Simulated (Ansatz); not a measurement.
Isolated molecules relaxed with PBE0-D4/def2-TZVP in Ansatz; ΔE leaves out vibrations. CCSD(T)/CBS adds triple-zeta CCSD(T) − MP2 to the extrapolated MP2 energy (def2 sets, frozen cores). DFT in def2-TZVPP. B3LYP here is the variant with VWN-RPA as its local correlation; programs differ in this. Each species was taken in one conformer, which may not be the lowest.

Consider the isomerisation: `N=C=CC(=N)O` → `Nc1ncco1`.

| level | ΔE (kJ/mol) | difference from CCSD(T)/CBS |
| --- | --- | --- |
| PBE-D4 | -93.7 | 9.5 |
| r2SCAN-D4 | -95.0 | 8.2 |
| PBE0-D4 | -111.5 | -8.3 |
| B3LYP-D4 | -86.3 | 16.9 |
| ωB97X-V | -114.8 | -11.6 |
| ωB97M-V | -104.5 | -1.3 |
| B2PLYP | -91.7 | 11.5 |
| PBE | -91.9 | 11.3 |
| r2SCAN | -94.7 | 8.5 |
| PBE0 | -110.2 | -7.0 |
| B3LYP | -83.2 | 20.0 |
| HF/def2-TZVPP | -94.3 | 8.9 |
| MP2/def2-TZVPP | -110.5 | -7.3 |
| SCS-MP2/def2-TZVPP | -101.1 | 2.1 |
| CCSD/def2-TZVPP | -101.0 | 2.2 |
| CCSD(T)/def2-TZVPP | -100.6 | 2.6 |
| HF/def2-QZVPP | -94.8 | 8.4 |
| MP2/def2-QZVPP | -112.1 | -8.9 |
| SCS-MP2/def2-QZVPP | -102.5 | 0.7 |
| HF/CBS(def2) | -94.9 | 8.3 |
| MP2/CBS(def2) | -113.0 | -9.8 |
| CCSD/CBS(def2) | -103.6 | -0.4 |
| CCSD(T)/CBS | -103.2 | 0 |

Largest T1 diagnostic among the species: 0.015.

From PBE to PBE0 (25 % exact exchange), in def2-TZVPP and without D4, ΔE moves by −18.3 kJ/mol. The D4 term adds −3.1 kJ/mol with B3LYP and −1.3 kJ/mol with PBE0; it sums over pairs of atoms, weighted by their polarisabilities, and B3LYP, whose exchange is more repulsive, gets the larger term. In def2-TZVPP, CCSD(T) changes the Hartree–Fock value by −6.3 kJ/mol (the triples alone add +0.4 kJ/mol) and MP2 by −16.1 kJ/mol.
